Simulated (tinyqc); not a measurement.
Inside a calculation. Method: RKS/BLYP in the sto-3g basis, for H2F+, spin multiplicity 1. One step of it, computed by the program tinyqc.

Question. Iteration 1: diagonalisation and new density. Diagonalise F' = X^T F X, C = X C', fill 5 alpha and 5 beta electrons from the bottom; D = 2 C_occ C_occ^T. Each column has its largest component positive (the first on a tie).

Kohn-Sham matrix F (hartree):
```
             1F 1s      1F 2s     1F 2px     1F 2py     1F 2pz      2H 1s      3H 1s
1F 1s   -24.463532  -6.304205   0.000000   0.001893  -0.022176  -1.222245  -1.399108
1F 2s    -6.304205  -3.023853   0.000000   0.016040  -0.196867  -1.049153  -1.159166
1F 2px    0.000000   0.000000  -0.649741   0.000000   0.000000   0.000000   0.000000
1F 2py    0.001893   0.016040   0.000000  -0.795797   0.006086  -0.403213   0.430788
1F 2pz   -0.022176  -0.196867   0.000000   0.006086  -0.717590  -0.318640  -0.338338
2H 1s    -1.222245  -1.049153   0.000000  -0.403213  -0.318640  -0.868783  -0.416571
3H 1s    -1.399108  -1.159166   0.000000   0.430788  -0.338338  -0.416571  -0.919279
```

X:
```
            1F 1s      1F 2s    1F 2px     1F 2py     1F 2pz      2H 1s      3H 1s
1F 1s    1.024174  -0.141009  0.000000   0.000891  -0.007253   0.019118   0.020889
1F 2s   -0.141009   1.207032  0.000000  -0.013058   0.076478  -0.239953  -0.280358
1F 2px   0.000000   0.000000  1.000000   0.000000   0.000000   0.000000   0.000000
1F 2py   0.000891  -0.013058  0.000000   1.096237  -0.004544  -0.200741   0.218419
1F 2pz  -0.007253   0.076478  0.000000  -0.004544   1.031648  -0.101601  -0.114601
2H 1s    0.019118  -0.239953  0.000000  -0.200741  -0.101601   1.154740  -0.097858
3H 1s    0.020889  -0.280358  0.000000   0.218419  -0.114601  -0.097858   1.187038
```

Give: F' = X^T F X; orbital energies; coefficients C; D after iteration 1.

Answer.

F' = X^T F X (hartree):
```
          1        2        3        4        5        6        7
1  -23.9960  -3.2824   0.0000   0.0017  -0.0290  -0.1805  -0.2284
2   -3.2824  -1.7393   0.0000  -0.0004  -0.0845  -0.3520  -0.4035
3    0.0000   0.0000  -0.6497   0.0000   0.0000   0.0000   0.0000
4    0.0017  -0.0004   0.0000  -0.6148  -0.0009  -0.2966   0.3182
5   -0.0290  -0.0845   0.0000  -0.0009  -0.6579  -0.1713  -0.1889
6   -0.1805  -0.3520   0.0000  -0.2966  -0.1713  -0.4954  -0.0903
7   -0.2284  -0.4035   0.0000   0.3182  -0.1889  -0.0903  -0.4685
```

orbital energies (hartree): MO1 -24.4757, MO2 -1.5564, MO3 -0.9515, MO4 -0.7069, MO5 -0.6497, MO6 -0.2324, MO7 -0.0490

coefficients C:
```
            MO1      MO2      MO3      MO4     MO5      MO6      MO7
1F 1s    0.9937  -0.2402  -0.0055   0.1036  0.0000   0.1149   0.0232
1F 2s    0.0279   0.8785   0.0276  -0.4960  0.0000  -0.7549  -0.1727
1F 2px   0.0000   0.0000   0.0000   0.0000  1.0000   0.0000   0.0000
1F 2py  -0.0004  -0.0192   0.6843  -0.0040  0.0000  -0.1417   0.8951
1F 2pz   0.0034   0.2095   0.0030   0.8353  0.0000  -0.5841  -0.1036
2H 1s   -0.0057   0.1084   0.3949   0.2244  0.0000   0.8744  -0.6848
3H 1s   -0.0066   0.1218  -0.3734   0.2187  0.0000   0.6386   0.9739
```

D after iteration 1:
```
          1F 1s    1F 2s  1F 2px   1F 2py   1F 2pz    2H 1s    3H 1s
1F 1s    2.1118  -0.4697  0.0000   0.0000   0.0790  -0.0212  -0.0222
1F 2s   -0.4697   2.0385  0.0000   0.0080  -0.4602  -0.0105  -0.0239
1F 2px   0.0000   0.0000  2.0000   0.0000   0.0000   0.0000   0.0000
1F 2py   0.0000   0.0080  0.0000   0.9373  -0.0107   0.5345  -0.5175
1F 2pz   0.0790  -0.4602  0.0000  -0.0107   1.4835   0.4226   0.4141
2H 1s   -0.0212  -0.0105  0.0000   0.5345   0.4226   0.4361  -0.1703
3H 1s   -0.0222  -0.0239  0.0000  -0.5175   0.4141  -0.1703   0.4043
```
